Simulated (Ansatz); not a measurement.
Working through a ladder of methods at one geometry of C3H4O2, SMILES C=C(O)C=O

With Ansatz's Python interface.

The cells in order, each with its output:

```python
from pathlib import Path

import ansatz as az
from ase import Atoms
import numpy as np
```

```python
atoms = Atoms(['C', 'C', 'O', 'C', 'O', 'H', 'H', 'H', 'H'], positions=[
    (-0.1287, 0.2801, 1.3418),
    (0.2534, 0.058, 0.0951),
    (1.5602, 0.1792, -0.2428),
    (-0.6096, -0.3577, -0.9743),
    (-0.2632, -0.6141, -2.1171),
    (-1.2204, 0.2576, 1.6118),
    (0.553, 0.6397, 2.0998),
    (1.6856, -0.051, -1.1838),
    (-1.7418, -0.4382, -0.6475),
])
geometry = az.Crystal.molecule_from_ase(atoms)
```

```python
setup = geometry.calculation().basis(gaussian='cc-pVDZ')
```

```python
print('functional    E (Ha)        dipole (D)   HOMO (eV)  LUMO (eV)')
for name in ['revpbe', 'b3lyp', 'pbe', 'blyp', 'r2scan0', 'lc_wpbe']:
    data = setup.functional(name).forces().orbitals().run(threads=1, runs_dir='runs').report
    lines = Path(data['orbitals_path']).read_text().splitlines()
    field_of = lambda key: [line.split('=')[1].strip() for line in lines if line.startswith(key)]
    orbitals = [(27.211386 * float(e), s, float(n)) for e, s, n in zip(field_of('Ene='), field_of('Spin='), field_of('Occup='))]
    homo = max(e for e, _, n in orbitals if n > 0.5)
    lumo = min(e for e, _, n in orbitals if n < 0.5)
    dipole = 4.803205 * np.linalg.norm(data['charge_distribution']['dipole_moment_e_ang'])
    print(f'{name:10s} {data["free_energy_ev"] / 27.211386246:14.6f} {dipole:9.3f} {homo:11.3f} {lumo:10.3f}')
```

    functional    E (Ha)        dipole (D)   HOMO (eV)  LUMO (eV)
    revpbe        -267.080077     1.310      -5.975     -2.767
    b3lyp         -267.151980     1.509      -7.026     -2.094
    pbe           -266.848733     1.317      -6.032     -2.847
    blyp          -267.078370     1.303      -5.849     -2.666
    r2scan0       -266.972689     1.675      -7.507     -1.901
    lc_wpbe       -266.973773     1.531      -9.873      0.412

What to keep in mind:
- Total energies depend on the basis set; only differences at equal settings carry meaning.
- The geometry is a force-field or estimated start, not a minimum of this method, and the basis set is short of its limit. A lower total doesn't mark the better method: functionals have no common bound, and MP2 and coupled cluster aren't variational.
- b3lyp holds the VWN-RPA fit, as in Gaussian; the form of ORCA and Turbomole is b3lyp5.
- Levels such as HOMO and LUMO are orbital energies: with these approximate functionals they aren't the ionisation energy and electron affinity, and their gap isn't the fundamental gap.
- Hardware and time: 22 s on 1 thread of Arm Neoverse V1 (shared host), peak memory 0.25 GiB.
